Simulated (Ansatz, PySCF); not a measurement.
hydroxide (HO), SMILES [OH-], charge -1.

Geometry optimised at PBE0-D3(BJ)/def2-TZVPD.

Two levels are set side by side: PBE/def2-TZVPD (Ansatz, a first-principles code) and EOM-CCSD/aug-cc-pVDZ (PySCF). PBE by ΔSCF, the other level by its IP root; same geometry, the bases differ. Differences are taken from unrounded values.

| quantity | EOM-CCSD | PBE | PBE minus EOM-CCSD |
|---|---|---|---|
| vertical ionisation energy (eV) | 1.60 | 1.98 | 0.37 |
